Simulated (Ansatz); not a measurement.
# BH3O3: a spread of methods and bases

Aim: run BH3O3 under a spread of inputs, and see what each costs and gives.

Method: the settings change from run to run; program: Ansatz 0.2.0, Gaussian basis.

## 1. The geometry

An earlier PBE0-D4 in a triple-zeta def2 set relaxation fixed the geometry.

SMILES `OB(O)O`, 7 atoms, charge 0, spin multiplicity 1.

Atoms are counted from 1 here; the program's logs count them from 0.

Bond lengths: O1–B2 1.367 Å, O1–H5 0.957 Å, B2–O3 1.360 Å, B2–O4 1.376 Å, O3–H6 0.959 Å, O4–H7 0.957 Å. Angles: B2–O1–H5 115.3°, O1–B2–O3 116.5°, O1–B2–O4 125.2°, O3–B2–O4 118.3°, B2–O3–H6 111.6°, B2–O4–H7 115.8°.

Geometry (Å):

```xyz
7

O    -1.1097    0.8026    0.3219
B    -0.0122   -0.0068    0.2287
O     0.5012   -0.4693    1.4001
O     0.6007   -0.3813   -0.9454
H    -1.4574    1.1186   -0.5115
H     1.2668   -1.0282    1.2545
H     0.2105   -0.0357   -1.7483
```

## 2. B3LYP5/x2c-TZVPPall

This run has density fitting with def2-universal-jkfit.

File in.yaml:

```yaml
crystal:
  periodic: [false, false, false]
  atoms:
    - {symbol: O, position_ang: [-1.109677, 0.802563, 0.321870]}
    - {symbol: B, position_ang: [-0.012210, -0.006765, 0.228678]}
    - {symbol: O, position_ang: [0.501182, -0.469281, 1.400087]}
    - {symbol: O, position_ang: [0.600707, -0.381269, -0.945383]}
    - {symbol: H, position_ang: [-1.457362, 1.118645, -0.511461]}
    - {symbol: H, position_ang: [1.266840, -1.028219, 1.254513]}
    - {symbol: H, position_ang: [0.210520, -0.035674, -1.748293]}
basis:
  gaussian: {orbitals: x2c-TZVPPall, fitting: {mean_field: def2-universal-jkfit}}
hamiltonian: {xc: {name: B3LYP5}}
output: {forces: true}
```

Started as:

```sh
$ ansatz run in.yaml --threads 2 --pin off --events-out ev --progress --plain --max-ram 32768MiB --backend cpu
```

Log, shortened:

```text
Functional definition: B3LYP5
  name "B3LYP5"
  cite "Stephens, Devlin, Chabalowski & Frisch, J. Phys. Chem. 98, 11623 (1994) doi:10.1021/j100096a001"
  cite "Becke, Phys. Rev. A 38, 3098 (1988) doi:10.1103/PhysRevA.38.3098"
  cite "Lee, Yang & Parr, Phys. Rev. B 37, 785 (1988) doi:10.1103/PhysRevB.37.785"
  cite "Vosko, Wilk & Nusair, Can. J. Phys. 58, 1200 (1980) doi:10.1139/p80-159"
[...]
360 factors; integrals over basis functions are off by at most 9.1e-1 eV
[...]
mean field -6875.14430040 eV, -252.6568928995 hartree, gradient 6.4e-5 eV, S^2 0.000000; 0 other end points of the search recorded, 0 dependent functions left out
[...]
reference -6875.14450780 eV, -252.6569005212 hartree; 16, 16 occupied and 150, 150 virtual orbitals, 360 factors
Total energy: -6875.14450780 eV, -252.6569005212 hartree
Relativity: scalar
Atom 0 at    -1.109677     0.802563     0.321870 Å, force    -0.130150     0.096246     0.008045 eV/Å
Atom 1 at    -0.012210    -0.006765     0.228678 Å, force    -0.005406     0.001905     0.031053 eV/Å
Atom 2 at     0.501182    -0.469281     1.400087 Å, force     0.068294    -0.060616     0.143507 eV/Å
Atom 3 at     0.600707    -0.381269    -0.945383 Å, force     0.068180    -0.041490    -0.131306 eV/Å
Atom 4 at    -1.457362     1.118645    -0.511461 Å, force    -0.047590     0.037212    -0.027905 eV/Å
Atom 5 at     1.266840    -1.028219     1.254513 Å, force     0.044549    -0.036180     0.042662 eV/Å
Atom 6 at     0.210520    -0.035674    -1.748293 Å, force     0.002124     0.002923    -0.066056 eV/Å
Dipole moment:     0.000168     0.042457    -0.614974 e Å
```

It took 2.8 s on 2 threads, shared host.

Largest force 0.170 eV/Å, dipole 2.96 D.

## 3. r2SCAN/cc-pVTZ-DK

This run has charge +1, multiplicity 2, restricted open-shell orbitals, a grid of angular degree 47.

Changes to in.yaml since step 2:

```diff
@@ -11,4 +11,6 @@
 basis:
-  gaussian: {orbitals: x2c-TZVPPall, fitting: {mean_field: def2-universal-jkfit}}
-hamiltonian: {xc: {name: B3LYP5}}
+  gaussian: {orbitals: cc-pVTZ-DK, final_grid: {core_spheres: 20, valence_spheres: 16, degree: 47}}
+total_charge: 1
+magnetization: {spin_polarized: false, initial_magnetization: 1}
+hamiltonian: {xc: {name: r2SCAN}}
 output: {forces: true}
```

The command is unchanged.

Log, shortened:

```text
Functional definition: r2SCAN
  name "r2SCAN"
  cite "Furness, Kaplan, Ning, Perdew & Sun, J. Phys. Chem. Lett. 11, 8208 (2020) doi:10.1021/acs.jpclett.0c02405"
  cite "Furness, Kaplan, Ning, Perdew & Sun, J. Phys. Chem. Lett. 11, 9248 (2020) doi:10.1021/acs.jpclett.0c03077"
  parent r2scan
[...]
894 factors; their error is unknown
[...]
mean field -6862.86934706 eV, -252.2057966847 hartree, gradient 4.8e-6 eV, S^2 0.750000; 8 other end points of the search recorded, 0 dependent functions left out
[...]
reference -6862.86935625 eV, -252.2057970222 hartree; 16, 15 occupied and 146, 147 virtual orbitals, 894 factors
Total energy: -6862.86935625 eV, -252.2057970222 hartree
Relativity: scalar
Atom 0 at    -1.109677     0.802563     0.321870 Å, force     0.214493    -0.239716     1.161739 eV/Å
Atom 1 at    -0.012210    -0.006765     0.228678 Å, force    -0.674813     0.654728    -2.219459 eV/Å
Atom 2 at     0.501182    -0.469281     1.400087 Å, force    -0.425117     0.252075     0.925741 eV/Å
Atom 3 at     0.600707    -0.381269    -0.945383 Å, force     0.378469    -0.360398     1.147666 eV/Å
Atom 4 at    -1.457362     1.118645    -0.511461 Å, force    -0.453728     0.369176    -0.461244 eV/Å
Atom 5 at     1.266840    -1.028219     1.254513 Å, force     1.008753    -0.756120     0.091359 eV/Å
Atom 6 at     0.210520    -0.035674    -1.748293 Å, force    -0.048058     0.080255    -0.645801 eV/Å
Dipole moment:     0.087353    -0.038573    -0.380071 e Å
```

Run time: 48 s. Hardware: 2 threads, shared host; peak memory 0.47 GiB.

Largest force 2.410 eV/Å.

## 4. PBE/6-31++G**

Set apart from the defaults: multiplicity 3, atoms shaken by 0.08 Å, D4 dispersion, relativity set to scalar.

File in.yaml:

```yaml
crystal:
  periodic: [false, false, false]
  atoms:
    - {symbol: O, position_ang: [-1.111887, 0.906495, 0.111865]}
    - {symbol: B, position_ang: [-0.004285, -0.052280, 0.182472]}
    - {symbol: O, position_ang: [0.513543, -0.512285, 1.348140]}
    - {symbol: O, position_ang: [0.684457, -0.351765, -0.906024]}
    - {symbol: H, position_ang: [-1.452638, 1.049907, -0.443239]}
    - {symbol: H, position_ang: [1.395785, -0.930046, 1.291641]}
    - {symbol: H, position_ang: [0.243904, 0.111500, -1.788893]}
basis:
  gaussian: {orbitals: "6-31++G**"}
magnetization: {spin_polarized: true, initial_magnetization: 2}
hamiltonian: {xc: {name: PBE}, dispersion: d4, pseudopotentials: {relativity: scalar}}
output: {forces: true}
```

The command is unchanged.

Log, shortened:

```text
Functional definition: PBE
  name "PBE"
  cite "Perdew, Burke & Ernzerhof, Phys. Rev. Lett. 77, 3865 (1996) doi:10.1103/PhysRevLett.77.3865"
  parent pbe
[...]
829 factors; their error is unknown
[...]
mean field -6855.18978302 eV, -251.9235779116 hartree, gradient 3.0e-5 eV, S^2 2.003663; 8 other end points of the search recorded, 0 dependent functions left out
[...]
reference -6855.18983361 eV, -251.9235797708 hartree; 17, 15 occupied and 77, 79 virtual orbitals, 829 factors
Total energy: -6855.27509601 eV, -251.9267131059 hartree
Relativity: scalar
Atom 0 at    -1.111887     0.906495     0.111865 Å, force    27.839967   -11.938918    43.303582 eV/Å
Atom 1 at    -0.004285    -0.052280     0.182472 Å, force    -3.373925     1.655142     1.103040 eV/Å
Atom 2 at     0.513543    -0.512285     1.348140 Å, force    -0.724835     0.308491     1.752335 eV/Å
Atom 3 at     0.684457    -0.351765    -0.906024 Å, force     2.062672    -0.543408    -2.219945 eV/Å
Atom 4 at    -1.452638     1.049907    -0.443239 Å, force   -25.691355    10.440789   -42.523012 eV/Å
Atom 5 at     1.395785    -0.930046     1.291641 Å, force     0.337026    -0.160273    -0.323484 eV/Å
Atom 6 at     0.243904     0.111500    -1.788893 Å, force    -0.449550     0.238176    -1.092517 eV/Å
Dipole moment:     0.142957    -0.143803     0.392685 e Å
```

Wall time 20 s (2 threads, shared host).

Largest force 52.847 eV/Å, dipole 2.12 D, ⟨S²⟩ 2.004.

## 5. LC-wPBE/aug-cc-pVTZ

Options: atoms shaken by 0.08 Å.

File in.yaml:

```yaml
crystal:
  periodic: [false, false, false]
  atoms:
    - {symbol: O, position_ang: [-1.075669, 0.811903, 0.308746]}
    - {symbol: B, position_ang: [0.003513, -0.084395, 0.197349]}
    - {symbol: O, position_ang: [0.475260, -0.513852, 1.573438]}
    - {symbol: O, position_ang: [0.605573, -0.248803, -0.887370]}
    - {symbol: H, position_ang: [-1.367151, 1.144431, -0.551068]}
    - {symbol: H, position_ang: [1.275504, -1.117894, 1.235661]}
    - {symbol: H, position_ang: [0.143782, -0.172455, -1.662960]}
basis:
  gaussian: {orbitals: aug-cc-pVTZ}
hamiltonian: {xc: {name: LC-wPBE}}
output: {forces: true}
```

The command is unchanged.

Log, shortened:

```text
Functional definition: LC-wPBE
  name "LC-wPBE"
  cite "Vydrov & Scuseria, J. Chem. Phys. 125, 234109 (2006) doi:10.1063/1.2409292"
  cite "Heyd & Scuseria, J. Chem. Phys. 120, 7274 (2004) doi:10.1063/1.1668634"
  cite "Ernzerhof & Perdew, J. Chem. Phys. 109, 3313 (1998) doi:10.1063/1.476928"
  cite "Perdew, Burke & Ernzerhof, Phys. Rev. Lett. 77, 3865 (1996) doi:10.1103/PhysRevLett.77.3865"
  parent pbe
[...]
1084 factors; their error is unknown
485 factors; integrals over basis functions are off by at most 2.9e-5 eV
[...]
mean field -6868.14614632 eV, -252.3997154804 hartree, gradient 2.5e-5 eV, S^2 0.000000; 0 other end points of the search recorded, 0 dependent functions left out
[...]
reference -6868.14614632 eV, -252.3997154807 hartree; 16, 16 occupied and 237, 237 virtual orbitals, 1084 factors
Total energy: -6868.14614632 eV, -252.3997154807 hartree
Atom 0 at    -1.075669     0.811903     0.308746 Å, force     0.170331    -0.917371    -0.469480 eV/Å
Atom 1 at     0.003513    -0.084395     0.197349 Å, force    -3.134702     2.637312     8.926090 eV/Å
Atom 2 at     0.475260    -0.513852     1.573438 Å, force     2.024416    -1.614894    -5.605395 eV/Å
Atom 3 at     0.605573    -0.248803    -0.887370 Å, force     4.794033    -2.350709    -2.267274 eV/Å
Atom 4 at    -1.367151     1.144431    -0.551068 Å, force     0.081752    -0.038777     0.496586 eV/Å
Atom 5 at     1.275504    -1.117894     1.235661 Å, force    -2.469688     1.847245     1.803875 eV/Å
Atom 6 at     0.143782    -0.172455    -1.662960 Å, force    -1.466142     0.437193    -2.884403 eV/Å
Dipole moment:     0.022428    -0.109144    -0.894547 e Å
```

Run time: 10 s. Hardware: 2 threads, shared host; peak memory 0.51 GiB.

Largest force 9.821 eV/Å, dipole 4.33 D.

## 6. SPW92/cc-pVTZ-DK

Options: density fitting with cc-pVTZ-jkfit, high accuracy.

File in.yaml:

```yaml
crystal:
  periodic: [false, false, false]
  atoms:
    - {symbol: O, position_ang: [-1.109677, 0.802563, 0.321870]}
    - {symbol: B, position_ang: [-0.012210, -0.006765, 0.228678]}
    - {symbol: O, position_ang: [0.501182, -0.469281, 1.400087]}
    - {symbol: O, position_ang: [0.600707, -0.381269, -0.945383]}
    - {symbol: H, position_ang: [-1.457362, 1.118645, -0.511461]}
    - {symbol: H, position_ang: [1.266840, -1.028219, 1.254513]}
    - {symbol: H, position_ang: [0.210520, -0.035674, -1.748293]}
basis:
  gaussian: {orbitals: cc-pVTZ-DK, fitting: {mean_field: cc-pVTZ-jkfit}}
hamiltonian: {xc: {name: SPW92}}
accuracy: high
```

Launched as before.

Log:

```text
Functional definition: SPW92
  name "SPW92"
  cite "Dirac, Proc. Camb. Phil. Soc. 26, 376 (1930) doi:10.1017/S0305004100016108"
  cite "Slater, Phys. Rev. 81, 385 (1951) doi:10.1103/PhysRev.81.385"
  cite "Perdew & Wang, Phys. Rev. B 45, 13244 (1992) doi:10.1103/PhysRevB.45.13244"
  exchange = slater_x
  correlation = pw_c
406 factors; integrals over basis functions are off by at most 6.9e-1 eV
mean field evaluation 1: about -6813.5158 eV, gradient 9.2e1 eV
mean field evaluation 2: about -6780.1800 eV, gradient 1.6e2 eV
mean field evaluation 4: about -6826.0428 eV, gradient 1.1e1 eV
mean field evaluation 8: about -6826.2248 eV, gradient 2.0e-1 eV
mean field evaluation 16: about -6826.2249 eV, gradient 3.7e-6 eV
mean field -6826.22486573 eV, -250.8591368342 hartree, gradient 4.4e-8 eV, S^2 0.000000; 0 other end points of the search recorded, 0 dependent functions left out
reference -6826.22486906 eV, -250.8591369564 hartree; 16, 16 occupied and 146, 146 virtual orbitals, 406 factors
Total energy: -6826.22486906 eV, -250.8591369564 hartree
Relativity: scalar
```

It took 3.2 s on 2 threads, shared host.

## 7. r2SCAN/aug-cc-pVTZ

This run has a grid of angular degree 23, D3(BJ) with three-body dispersion.

Changes to in.yaml since step 6:

```diff
@@ -11,4 +11,3 @@
 basis:
-  gaussian: {orbitals: cc-pVTZ-DK, fitting: {mean_field: cc-pVTZ-jkfit}}
-hamiltonian: {xc: {name: SPW92}}
-accuracy: high
+  gaussian: {orbitals: aug-cc-pVTZ, final_grid: {core_spheres: 8, valence_spheres: 7, degree: 23}}
+hamiltonian: {xc: {name: r2SCAN}, dispersion: d3bjatm}
```

The command is unchanged.

Log:

```text
Functional definition: r2SCAN
  name "r2SCAN"
  cite "Furness, Kaplan, Ning, Perdew & Sun, J. Phys. Chem. Lett. 11, 8208 (2020) doi:10.1021/acs.jpclett.0c02405"
  cite "Furness, Kaplan, Ning, Perdew & Sun, J. Phys. Chem. Lett. 11, 9248 (2020) doi:10.1021/acs.jpclett.0c03077"
  parent r2scan
  parameter k0 = 0.174
  parameter k1 = 0.065
  parameter a1 = 4.9479
  exchange = r2scan_x(k0 = k0, k1 = k1, a1 = a1)
  correlation = r2scan_c
1084 factors; their error is unknown
mean field evaluation 1: about -6857.9740 eV, gradient 8.9e1 eV
mean field evaluation 2: about -6833.6170 eV, gradient 1.5e2 eV
mean field evaluation 4: about -6870.0653 eV, gradient 7.0e0 eV
mean field evaluation 8: about -6870.1406 eV, gradient 2.1e-1 eV
mean field evaluation 16: about -6870.1207 eV, gradient 6.8e-5 eV
mean field -6870.12073773 eV, -252.4722803764 hartree, gradient 6.8e-5 eV, S^2 0.000000; 0 other end points of the search recorded, 0 dependent functions left out
reference -6870.12075428 eV, -252.4722809846 hartree; 16, 16 occupied and 237, 237 virtual orbitals, 1084 factors
Total energy: -6870.14242522 eV, -252.4730773772 hartree
```

Wall time 5.5 s (2 threads, shared host).

## 8. r2SCANh/def2-mTZVPP

Options: charge -1, multiplicity 2, D4 dispersion.

Changes to in.yaml since step 7:

```diff
@@ -11,3 +11,6 @@
 basis:
-  gaussian: {orbitals: aug-cc-pVTZ, final_grid: {core_spheres: 8, valence_spheres: 7, degree: 23}}
-hamiltonian: {xc: {name: r2SCAN}, dispersion: d3bjatm}
+  gaussian: {orbitals: def2-mTZVPP}
+total_charge: -1
+magnetization: {spin_polarized: true, initial_magnetization: 1}
+hamiltonian: {xc: {name: r2SCANh}, dispersion: d4}
+output: {forces: true}
```

The command is unchanged.

Log, shortened:

```text
Functional definition: r2SCANh
  name "r2SCANh"
  cite "Bursch, Neugebauer, Ehlert & Grimme, J. Chem. Phys. 156, 134105 (2022) doi:10.1063/5.0086040"
  cite "Furness, Kaplan, Ning, Perdew & Sun, J. Phys. Chem. Lett. 11, 8208 (2020) doi:10.1021/acs.jpclett.0c02405"
  cite "Furness, Kaplan, Ning, Perdew & Sun, J. Phys. Chem. Lett. 11, 9248 (2020) doi:10.1021/acs.jpclett.0c03077"
  parent r2scan
[...]
801 factors; their error is unknown
[...]
mean field -6867.83322215 eV, -252.3882157294 hartree, gradient 5.7e-5 eV, S^2 0.751280; 0 other end points of the search recorded, 0 dependent functions left out
[...]
reference -6867.83323635 eV, -252.3882162512 hartree; 17, 16 occupied and 89, 90 virtual orbitals, 801 factors
Total energy: -6867.85886575 eV, -252.3891581144 hartree
Atom 0 at    -1.109677     0.802563     0.321870 Å, force     0.327133    -0.354480     1.609981 eV/Å
Atom 1 at    -0.012210    -0.006765     0.228678 Å, force    -0.567853     0.547698    -1.816209 eV/Å
Atom 2 at     0.501182    -0.469281     1.400087 Å, force    -0.025629    -0.053287     1.046725 eV/Å
Atom 3 at     0.600707    -0.381269    -0.945383 Å, force     0.918068    -0.780881     1.423958 eV/Å
Atom 4 at    -1.457362     1.118645    -0.511461 Å, force    -0.029882     0.106803    -1.224050 eV/Å
Atom 5 at     1.266840    -1.028219     1.254513 Å, force     0.232147    -0.152379    -0.292805 eV/Å
Atom 6 at     0.210520    -0.035674    -1.748293 Å, force    -0.853984     0.686526    -0.747600 eV/Å
Dipole moment:     0.239034    -0.193854     0.233862 e Å
```

Run time: 8.5 s. Hardware: 2 threads, shared host.

Largest force 1.980 eV/Å, ⟨S²⟩ 0.751.

## 9. rPW86-PBE/aug-cc-pVDZ

Set apart from the defaults: unrestricted orbitals, D3(BJ) with three-body dispersion.

Changes to in.yaml since step 8:

```diff
@@ -11,6 +11,5 @@
 basis:
-  gaussian: {orbitals: def2-mTZVPP}
-total_charge: -1
-magnetization: {spin_polarized: true, initial_magnetization: 1}
-hamiltonian: {xc: {name: r2SCANh}, dispersion: d4}
+  gaussian: {orbitals: aug-cc-pVDZ}
+magnetization: {spin_polarized: true, initial_magnetization: 0}
+hamiltonian: {xc: {name: rPW86-PBE}, dispersion: d3bjatm}
 output: {forces: true}
```

The command is unchanged.

Log, shortened:

```text
Functional definition: rPW86-PBE
  name "rPW86-PBE"
  cite "Murray, Lee & Langreth, J. Chem. Theory Comput. 5, 2754 (2009) doi:10.1021/ct900365q"
  cite "Perdew, Burke & Ernzerhof, Phys. Rev. Lett. 77, 3865 (1996) doi:10.1103/PhysRevLett.77.3865"
  parent pbe
[...]
900 factors; their error is unknown
[...]
mean field -6884.34086202 eV, -252.9948603055 hartree, gradient 1.4e-5 eV, S^2 0.000000; 0 other end points of the search recorded, 0 dependent functions left out
[...]
reference -6884.34097678 eV, -252.9948645229 hartree; 16, 16 occupied and 103, 103 virtual orbitals, 900 factors
Total energy: -6884.42406783 eV, -252.9979180624 hartree
Atom 0 at    -1.109677     0.802563     0.321870 Å, force    -0.468229     0.301681     0.671274 eV/Å
Atom 1 at    -0.012210    -0.006765     0.228678 Å, force    -0.017144     0.025802    -0.188127 eV/Å
Atom 2 at     0.501182    -0.469281     1.400087 Å, force    -0.178714     0.075122     0.835275 eV/Å
Atom 3 at     0.600707    -0.381269    -0.945383 Å, force     0.653625    -0.472889    -0.186927 eV/Å
Atom 4 at    -1.457362     1.118645    -0.511461 Å, force    -0.214978     0.196603    -0.533541 eV/Å
Atom 5 at     1.266840    -1.028219     1.254513 Å, force     0.481081    -0.352556    -0.073632 eV/Å
Atom 6 at     0.210520    -0.035674    -1.748293 Å, force    -0.255640     0.226236    -0.524323 eV/Å
Dipole moment:     0.000931     0.039369    -0.578571 e Å
```

Wall time 9 s (2 threads, shared host).

Largest force 0.872 eV/Å, dipole 2.79 D, ⟨S²⟩ 0.000.

## 10. revPBE0/cc-pVTZ

This run has charge +1, multiplicity 2, restricted open-shell orbitals, coordinates scaled by 1.05, D3(BJ) with three-body dispersion, relativity set to scalar, high accuracy, the search for lower states set to light.

File in.yaml:

```yaml
crystal:
  periodic: [false, false, false]
  atoms:
    - {symbol: O, position_ang: [-1.165161, 0.842691, 0.337963]}
    - {symbol: B, position_ang: [-0.012821, -0.007103, 0.240112]}
    - {symbol: O, position_ang: [0.526241, -0.492745, 1.470091]}
    - {symbol: O, position_ang: [0.630743, -0.400332, -0.992653]}
    - {symbol: H, position_ang: [-1.530230, 1.174578, -0.537034]}
    - {symbol: H, position_ang: [1.330182, -1.079630, 1.317239]}
    - {symbol: H, position_ang: [0.221046, -0.037458, -1.835708]}
basis:
  gaussian: {orbitals: cc-pVTZ}
total_charge: 1
magnetization: {spin_polarized: false, initial_magnetization: 1}
hamiltonian: {xc: {name: revPBE0}, dispersion: d3bjatm, pseudopotentials: {relativity: scalar}}
accuracy: high
scf: {lower_state_search: light}
```

Launched as before.

Log, shortened:

```text
Functional definition: revPBE0
  name "revPBE0"
  cite "Zhang & Yang, Phys. Rev. Lett. 80, 890 (1998) doi:10.1103/PhysRevLett.80.890"
  cite "Adamo & Barone, J. Chem. Phys. 110, 6158 (1999) doi:10.1063/1.478522"
  cite "Perdew, Burke & Ernzerhof, Phys. Rev. Lett. 77, 3865 (1996) doi:10.1103/PhysRevLett.77.3865"
[...]
2877 factors; integrals over basis functions are off by at most 5.0e-9 eV
[...]
mean field -6861.90290203 eV, -252.1702804848 hartree, gradient 3.1e-8 eV, S^2 0.750000; 8 other end points of the search recorded, 0 dependent functions left out
reference -6861.90290512 eV, -252.1702805984 hartree; 16, 15 occupied and 146, 147 virtual orbitals, 2877 factors
Total energy: -6862.08618331 eV, -252.1770159477 hartree
Relativity: scalar
```

It took 44 s on 2 threads, shared host; peak memory 0.75 GiB.

## 11. All runs side by side

| level | charge | multiplicity | geometry | functions | energy (eV) | time |
| --- | --- | --- | --- | --- | --- | --- |
| B3LYP5/x2c-TZVPPall | 0 | 1 | relaxed | 166 | -6875.145 | 2.8 s |
| r2SCAN/cc-pVTZ-DK | 1 | 2 | relaxed | 162 | -6862.869 | 48 s |
| PBE/6-31++G** | 0 | 3 | shaken | 94 | -6855.275 | 20 s |
| LC-wPBE/aug-cc-pVTZ | 0 | 1 | shaken | 253 | -6868.146 | 10 s |
| SPW92/cc-pVTZ-DK | 0 | 1 | relaxed | 162 | -6826.225 | 3.2 s |
| r2SCAN/aug-cc-pVTZ | 0 | 1 | relaxed | 253 | -6870.142 | 5.5 s |
| r2SCANh/def2-mTZVPP | -1 | 2 | relaxed | 106 | -6867.859 | 8.5 s |
| rPW86-PBE/aug-cc-pVDZ | 0 | 1 | relaxed | 119 | -6884.424 | 9 s |
| revPBE0/cc-pVTZ | 1 | 2 | scaled | 162 | -6862.086 | 44 s |

## 12. Summary of results

| quantity | value |
| --- | --- |
| runs | 9 |
| quickest | B3LYP5/x2c-TZVPPall, 2.8 s |
| slowest | r2SCAN/cc-pVTZ-DK, 48 s |
| spread of total energies, same state and geometry | 58.2 eV |
| dipole, same state and geometry | 2.79 to 2.96 D |

**Reading.** r2SCAN/cc-pVTZ-DK took 17 times as long as B3LYP5/x2c-TZVPPall. The jobs differ in tasks and options as well as level. The totals spread over 58 eV; they can't be compared across methods or bases. At the PBE0-D4/def2-TZVP geometry and in the same state, runs without warnings or point charges leave forces up to 0.87 eV/Å (rPW86-PBE/aug-cc-pVDZ), against 9.8 eV/Å where the atoms were moved.
